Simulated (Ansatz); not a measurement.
# Molecular dynamics, step by step

C₂H₅Al, closed shell, PBE0-D4/def2-SVP (Ansatz 0.2.0). Settings (timestep in fs, temperature in K; T counts 18 degrees of freedom):

```yaml
hamiltonian: {xc: pbe0, dispersion: d4}
md: {n_steps: 60, timestep: 0.5, temperature: 500, ensemble: nvt_nose_hoover, seed: 258, initial_velocities: maxwell_boltzmann}
```

Start, the saddle point found with PBE0-D4 in triple zeta (not stationary at another level):

```json
{"atom": "Al1", "x (Å)": "-0.7990", "y (Å)": "-0.5903", "z (Å)": "-0.4422"}
{"atom": "H2", "x (Å)": "-0.4650", "y (Å)": "-1.0006", "z (Å)": "1.1098"}
{"atom": "H3", "x (Å)": "-0.2537", "y (Å)": "-1.6565", "z (Å)": "-1.4832"}
{"atom": "H4", "x (Å)": "-2.1486", "y (Å)": "0.2326", "z (Å)": "-0.5754"}
{"atom": "C5", "x (Å)": "0.7414", "y (Å)": "0.8800", "z (Å)": "-0.2805"}
{"atom": "C6", "x (Å)": "0.7929", "y (Å)": "0.3878", "z (Å)": "0.8495"}
{"atom": "H7", "x (Å)": "1.0610", "y (Å)": "1.5663", "z (Å)": "-1.0383"}
{"atom": "H8", "x (Å)": "1.0710", "y (Å)": "0.1808", "z (Å)": "1.8604"}
```

```json
{"step": "0", "time (fs)": "0.00", "potential energy less the start (meV)": "0.0", "kinetic energy (meV)": "387.8", "T (K)": "500"}
{"step": "4", "time (fs)": "2.00", "potential energy less the start (meV)": "46.8", "kinetic energy (meV)": "341.5", "T (K)": "440"}
{"step": "8", "time (fs)": "4.00", "potential energy less the start (meV)": "104.9", "kinetic energy (meV)": "283.6", "T (K)": "366"}
{"step": "12", "time (fs)": "6.00", "potential energy less the start (meV)": "131.0", "kinetic energy (meV)": "257.6", "T (K)": "332"}
{"step": "16", "time (fs)": "8.00", "potential energy less the start (meV)": "127.6", "kinetic energy (meV)": "260.8", "T (K)": "336"}
{"step": "20", "time (fs)": "10.00", "potential energy less the start (meV)": "152.1", "kinetic energy (meV)": "236.8", "T (K)": "305"}
{"step": "24", "time (fs)": "12.00", "potential energy less the start (meV)": "142.9", "kinetic energy (meV)": "246.9", "T (K)": "318"}
{"step": "28", "time (fs)": "14.00", "potential energy less the start (meV)": "-21.7", "kinetic energy (meV)": "411.8", "T (K)": "531"}
{"step": "32", "time (fs)": "16.00", "potential energy less the start (meV)": "-353.9", "kinetic energy (meV)": "744.6", "T (K)": "960"}
{"step": "36", "time (fs)": "18.00", "potential energy less the start (meV)": "-764.7", "kinetic energy (meV)": "1151.8", "T (K)": "1485"}
{"step": "40", "time (fs)": "20.00", "potential energy less the start (meV)": "-654.6", "kinetic energy (meV)": "1045.4", "T (K)": "1348"}
{"step": "44", "time (fs)": "22.00", "potential energy less the start (meV)": "-1088.5", "kinetic energy (meV)": "1469.9", "T (K)": "1895"}
{"step": "48", "time (fs)": "24.00", "potential energy less the start (meV)": "-1203.8", "kinetic energy (meV)": "1579.6", "T (K)": "2037"}
{"step": "52", "time (fs)": "26.00", "potential energy less the start (meV)": "-697.0", "kinetic energy (meV)": "1067.8", "T (K)": "1377"}
{"step": "56", "time (fs)": "28.00", "potential energy less the start (meV)": "-477.5", "kinetic energy (meV)": "841.1", "T (K)": "1084"}
{"step": "60", "time (fs)": "30.00", "potential energy less the start (meV)": "-664.4", "kinetic energy (meV)": "1016.1", "T (K)": "1310"}
```

Step 28, positions (Å) and forces (eV/Å):

```csv
atom,x,y,z,Fx,Fy,Fz
Al1,-0.763,-0.559,-0.447,-0.802,1.253,0.220
H2,-0.106,-0.936,1.096,0.250,1.020,-0.484
H3,-0.255,-1.727,-1.315,-0.066,-0.551,-0.345
H4,-2.174,0.243,-0.066,0.550,-0.726,-0.471
C5,0.747,0.864,-0.306,-0.921,-0.603,-1.568
C6,0.681,0.325,0.832,0.407,-1.159,2.240
H7,1.107,1.522,-1.084,0.198,0.375,0.465
H8,0.994,0.308,1.875,0.385,0.391,-0.056
```

Step 40, positions (Å) and forces (eV/Å):

```json
{"atom": "Al1", "x": "-0.753", "y": "-0.531", "z": "-0.453", "Fx": "1.003", "Fy": "0.214", "Fz": "-2.526"}
{"atom": "H2", "x": "0.160", "y": "-0.571", "z": "1.045", "Fx": "-2.714", "Fy": "-4.814", "Fz": "1.582"}
{"atom": "H3", "x": "-0.363", "y": "-1.853", "z": "-1.313", "Fx": "-0.249", "Fy": "0.117", "Fz": "0.587"}
{"atom": "H4", "x": "-2.114", "y": "-0.002", "z": "-0.057", "Fx": "-1.136", "Fy": "0.070", "Fz": "0.349"}
{"atom": "C5", "x": "0.716", "y": "0.820", "z": "-0.344", "Fx": "-1.538", "Fy": "-1.213", "Fz": "-0.676"}
{"atom": "C6", "x": "0.653", "y": "0.279", "z": "0.870", "Fx": "4.349", "Fy": "5.412", "Fz": "0.226"}
{"atom": "H7", "x": "1.206", "y": "1.652", "z": "-0.852", "Fx": "0.183", "Fy": "0.100", "Fz": "0.770"}
{"atom": "H8", "x": "1.129", "y": "0.531", "z": "1.841", "Fx": "0.102", "Fy": "0.114", "Fz": "-0.313"}
```

Step 48, positions (Å) and forces (eV/Å):

```
atom       x       y       z      Fx      Fy      Fz
 Al1  -0.743  -0.511  -0.471  -0.563  -0.609  -1.704
  H2   0.099  -0.747   1.186   1.066   1.725   0.067
  H3  -0.474  -1.935  -1.229   0.016   0.386   0.448
  H4  -2.218  -0.178  -0.018  -0.118   0.082   0.060
  C5   0.675   0.778  -0.386   0.364   0.178   2.654
  C6   0.678   0.290   0.912   0.227  -0.273  -1.583
  H7   1.280   1.723  -0.539  -0.816  -1.109  -0.117
  H8   1.241   0.704   1.758  -0.176  -0.380   0.175
```

Last step (60):

Al1  (-0.737, -0.487, -0.514)
H2  (0.208, -0.671, 1.400)
H3  (-0.616, -1.974, -1.004)
H4  (-2.349, -0.401, 0.039)
C5  (0.626, 0.722, -0.381)
C6  (0.725, 0.308, 0.940)
H7  (1.197, 1.599, -0.195)
H8  (1.350, 0.850, 1.673)
(Å)

The run took about 46 s on 2 CPU threads of an AMD EPYC 7R13 (shared host).
